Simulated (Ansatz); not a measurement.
Two isomers of C4H6O: A = `OC1=CCC1`, B = `C/C=C\C=O`.

Calculated with Ansatz (gas phase, PBE0-D4/def2-TZVP geometries, no zero-point term in ΔE). CBS: MP2 limit from def2 TZ/QZ plus the TZ coupled-cluster correction, frozen cores. DFT in def2-TZVPP. Each species was taken in one conformer, which may not be the lowest.

A:

Z-matrix (Å, degrees):
```
C
C 1 1.559
C 1 1.511 2 86.8
H 1 1.094 2 113.9 3 -117.2
H 1 1.094 2 113.9 3 117.2
C 2 1.500 1 84.6 3 0.0
H 2 1.094 1 114.9 3 116.1
H 2 1.094 1 114.9 3 -116.1
H 3 1.081 1 133.2 2 -180.0
O 6 1.343 2 130.9 1 180.0
H 10 0.961 6 109.1 2 0.2
```

B:

```xyz
11

C     0.564   -0.464    1.290
C    -0.250   -0.848    0.107
C    -0.580   -0.101   -0.953
C    -0.187    1.291   -1.160
O    -0.507    1.932   -2.133
H     1.427   -1.132    1.380
H     0.927    0.561    1.261
H    -0.022   -0.596    2.204
H    -0.619   -1.872    0.121
H    -1.187   -0.525   -1.747
H     0.435    1.756   -0.370
```

Q: Which isomer does CCSD(T)/CBS put lower? Give the gap. (An estimate is asked.)

A: Ansatz gave: B, by 15.0 kcal/mol.

Q: Give E(B) − E(A) in kcal/mol with HF/def2-TZVPP, MP2/def2-TZVPP, CCSD(T)/def2-TZVPP, CCSD/def2-TZVPP, PBE0-D4, B2PLYP, PBE-D4. (Estimate.)

A: Ansatz gave: HF/def2-TZVPP -21.7, MP2/def2-TZVPP -13.7, CCSD(T)/def2-TZVPP -15.9, CCSD/def2-TZVPP -15.7, PBE0-D4 -12.3, B2PLYP -18.5, PBE-D4 -14.6. None reverses the order clearly.

Q: Does the order hold for the free energy at 298.15 K (harmonic terms from PBE0-D4)? (An estimate is asked.)

A: Computed: Yes: G(B) − G(A) = -17.0 kcal/mol, for one conformer each.

Largest T1 diagnostic: 0.014.

From BLYP to BHLYP (50 % exact exchange), in def2-TZVPP and without D4, E(B) − E(A) moves by +4.4 kcal/mol. At CCSD(T), def2-SVP lies −3.8 kcal/mol from the extrapolated value and def2-TZVPP −0.8 kcal/mol.
